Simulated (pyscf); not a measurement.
Elementary routes open to H₃C–GeH₃ + Cl• in the gas phase (doublet surface):
A. Cl–CH₂–GeH₃ + H• (C–H broken; C–Cl formed)
B. GeH₃• + H₃C–Cl (C–Ge broken; C–Cl formed)

PySCF, gas phase, ωB97X-D3(BJ)/def2-SVP geometries.

### Question
Rank the routes by free-energy barrier at 298 K, lowest first, for ωB97M-D3(BJ)/def2-TZVP energies (ideal gas, 1 atm, RRHO with modes under 100 cm⁻¹ raised to 100, one conformer, R ln 2 for chiral ones without a mode under 150 cm⁻¹).

### Answer
B (0.93 eV), A (1.91 eV)

Route B is the fastest of these, ahead of the next by 0.99 eV. The most stable products are those of B (ΔG = -0.38 eV), so kinetics and thermodynamics agree. At 1200 K B is still the fastest. Abstraction by the radical was not located in this set and often lies lower. Only these routes are compared; each barrier is that of the saddle found, and lower ones may exist. Left out: orbital degeneracy and the spin-orbit lowering of Cl. Elements up to Kr have no core potential and no relativistic terms here.
